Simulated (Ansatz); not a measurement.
**C2H2S (ethynethiol): B3LYP/def2-SVPD**

What is the vertical ionisation energy of C2H2S (ethynethiol) at B3LYP/def2-SVPD? 

Program for the calculation: Ansatz 0.2.0.

48 further runs of the same task are left out: 48 set aside as unsound or not needed.

## Step 1: The structure to begin with

The species is C2H2S (5 atoms), meant as a singlet with charge 0. SMILES: `C#CS`. The coordinates come from a PBE0-D4/def2-TZVP relaxation.

Bond lengths: C1–C2 1.204 Å, C2–S3 1.679 Å, C1–H4 1.064 Å, S3–H5 1.346 Å. Angles: C1–C2–S3 175.2°, C2–C1–H4 179.3°, C2–S3–H5 96.7°.

## Step 2: The energy at B3LYP/def2-SVPD

Input file molecule.yaml:

```yaml
crystal:
  periodic: [false, false, false]
  atoms:
    - {symbol: C, position_ang: [-1.196800, -0.342000, 0.001900]}
    - {symbol: C, position_ang: [0.000700, -0.223700, 0.026100]}
    - {symbol: S, position_ang: [1.678900, -0.197600, 0.083400]}
    - {symbol: H, position_ang: [-2.256800, -0.433400, -0.021800]}
    - {symbol: H, position_ang: [1.823900, 1.123100, -0.131000]}
basis:
  gaussian:
    orbitals: def2-SVPD
hamiltonian:
  xc: {name: B3LYP}
accuracy: high
output: {orbitals: {seedname: orbitals}}
```

The run is started by

```console
ansatz run molecule.yaml --threads 1 --pin off --max-ram 3480MiB --events-out events.jsonl --progress --plain --runs-dir runs
```

Output:

```text
Warning: RAYON_NUM_THREADS=1 ignored (pool sized by the plan → 1); use --threads N
Functional definition: B3LYP
  name "B3LYP"
  parameter a0 = 0.2
  parameter ax = 0.72
  parameter ac = 0.81
  exchange = (1 - a0 - ax)*slater_x + ax*b88_x + a0*exact_x
  correlation = (1 - ac)*vwn_rpa_c + ac*lyp_c
1540 factors; integrals over basis functions are off by at most 3.7e-9 eV
mean field evaluation 1: about -12930.7483 eV, gradient 4.1e1 eV
mean field evaluation 2: about -12925.7903 eV, gradient 5.7e1 eV
mean field evaluation 4: about -12935.2091 eV, gradient 8.6e0 eV
mean field evaluation 8: about -12935.3803 eV, gradient 1.4e-1 eV
mean field evaluation 16: about -12935.3804 eV, gradient 7.3e-7 eV
mean field -12935.38041297 eV, -475.3664622610 hartree, gradient 4.9e-8 eV, S^2 0.000000; 0 other end points of the search recorded, 0 dependent functions left out
reference -12935.38044803 eV, -475.3664635492 hartree; 15, 15 occupied and 68, 68 virtual orbitals, 1540 factors
Total energy: -12935.38044803 eV, -475.3664635492 hartree
```

Wall time 4.2 s (1 thread of Arm Neoverse V1, shared host); peak memory 0.21 GiB.

## Step 3: The doublet cation, same level

Input file job.yaml:

```yaml
crystal:
  periodic: [false, false, false]
  atoms:
    - {symbol: C, position_ang: [-1.196800, -0.342000, 0.001900]}
    - {symbol: C, position_ang: [0.000700, -0.223700, 0.026100]}
    - {symbol: S, position_ang: [1.678900, -0.197600, 0.083400]}
    - {symbol: H, position_ang: [-2.256800, -0.433400, -0.021800]}
    - {symbol: H, position_ang: [1.823900, 1.123100, -0.131000]}
basis:
  gaussian: {orbitals: def2-SVPD}
total_charge: 1
magnetization: {spin_polarized: true, initial_magnetization: 1}
hamiltonian: {xc: {name: B3LYP}}
accuracy: high
output: {orbitals: {seedname: orbitals}}
```

The run is started by

```console
ansatz run job.yaml --threads 1 --pin off --max-ram 3480MiB --events-out events.jsonl --progress --plain --runs-dir runs
```

Output (excerpt; [...] marks lines left out):

```text
Warning: RAYON_NUM_THREADS=1 ignored (pool sized by the plan → 1); use --threads N
[... 7 set-up lines as earlier in the session ...]
1540 factors; integrals over basis functions are off by at most 3.7e-9 eV
mean field evaluation 1: about -12916.1745 eV, gradient 4.1e1 eV
mean field evaluation 2: about -12878.6978 eV, gradient 8.4e1 eV
mean field evaluation 4: about -12924.8927 eV, gradient 1.4e1 eV
mean field evaluation 8: about -12926.0424 eV, gradient 4.8e-1 eV
mean field evaluation 16: about -12926.0442 eV, gradient 5.7e-4 eV
mean field evaluation 32: about -12925.8869 eV, gradient 2.1e0 eV
mean field -12926.04416278 eV, -475.0233613948 hartree, gradient 8.0e-8 eV, S^2 0.761079; 2 other end points of the search recorded, 0 dependent functions left out
reference -12926.04419995 eV, -475.0233627606 hartree; 15, 14 occupied and 68, 69 virtual orbitals, 1540 factors
Total energy: -12926.04419995 eV, -475.0233627606 hartree
```

Wall time 9.3 s (1 thread of Arm Neoverse V1, shared host); peak memory 0.28 GiB.

## Step 4: Results

Level: B3LYP/def2-SVPD.

| quantity | value |
| --- | --- |
| singlet C2H2S: total energy | -475.36646 Eh |
| singlet C2H2S: HOMO energy | -6.78 eV |
| singlet C2H2S: LUMO energy | -0.59 eV |
| singlet C2H2S: HOMO–LUMO gap | 6.19 eV |
| doublet cation: total energy | -475.02336 Eh |
| doublet cation: HOMO energy (highest over α and β) | -14.76 eV |
| doublet cation: LUMO energy (lowest over α and β) | -11.92 eV |
| doublet cation: ⟨S²⟩ | 0.761 |
| vertical ionisation energy (to the doublet cation) | 9.336 eV |

The vertical ionisation energy comes to 9.34 eV (215 kcal/mol). −ε(HOMO) before ionisation, 6.78 eV, is 2.56 eV below this ionisation energy.
